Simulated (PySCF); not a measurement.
These are B3LYP-D3(BJ)/def2-TZVP run with PySCF values and carry that method's errors. Gas-phase values, no solvent. One relaxed conformer stands for a flexible species; it need not be the lowest. B3LYP has the VWN-RPA correlation part, as in Gaussian. Excitations are Tamm–Dancoff values on a coarser integration grid. The basis has no diffuse functions, so Rydberg states are missing or too high.

Reference species (SMILES): `[Cl][Al]([Cl])[Cl]` (neutral, multiplicity 1).

- LUMO: -1.59 eV
- S1 oscillator strength: 0.000
- T1 excitation (TDA): 6.13 eV

Changed species: `[OH][Al]([OH])[Cl]` (H–O–Al–Cl torsion 0°, Cl–Al–O–H torsion 180°) (2 of 3 Cl replaced by OH; the reference has 0 of 3 Cl replaced by OH).

### Question
Give the shifts of the LUMO, S1 oscillator strength and T1 excitation (TDA).

### Answer
the LUMO goes up by 0.54 eV, to -1.05 eV; the S1 oscillator strength hardly moves; the T1 excitation (TDA) goes up by 0.33 eV, to 6.46 eV.
